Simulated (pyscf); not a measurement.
Structures and frequencies: ωB97X-D3(BJ)/def2-SVP in PySCF.

SMILES: F[SiH2][Si]([SiH3])([SiH3])Cl
```xyz
14

F      1.6593    -0.9265     1.5630
Si     0.5387    -1.9163     0.8972
Si    -0.8036    -0.6268    -0.4945
Si     0.3412     0.1804    -2.3531
Si    -1.9152     1.0472     0.6796
Cl    -2.2412    -1.9896    -1.1876
H      1.2441    -2.9817     0.1337
H     -0.2651    -2.5224     1.9934
H     -0.6257     0.8239    -3.2878
H      1.0311    -0.9477    -3.0420
H      1.3508     1.1856    -1.9084
H     -2.8757     1.7403    -0.2257
H     -0.9124     2.0279     1.1894
H     -2.6512     0.4440     1.8273
```
Charge 0, spin multiplicity 1.

What is the homolytic dissociation enthalpy (298 K, ωB97M-D3(BJ)/def2-TZVP) of the F–Si bond of F–SiH₂–Si(SiH₃)(SiH₃)–Cl, to F• + •H₂Si–Si(SiH₃)(SiH₃)–Cl?

F–Si to F• + •H₂Si–Si(SiH₃)(SiH₃)–Cl: 144.1 kcal/mol. The 7 functionals that were run give +138.7 (PBE0-D3(BJ)) to +144.1 kcal/mol (ωB97M-D3(BJ)). •H₂Si–Si(SiH₃)(SiH₃)–Cl lies 6.3 kcal/mol over its isomer H₃Si–Si•(SiH₃)–SiH₂–Cl, and others may lie lower still (electronic energy, ωB97M-D3(BJ)). Left out: the spin-orbit lowering of F.
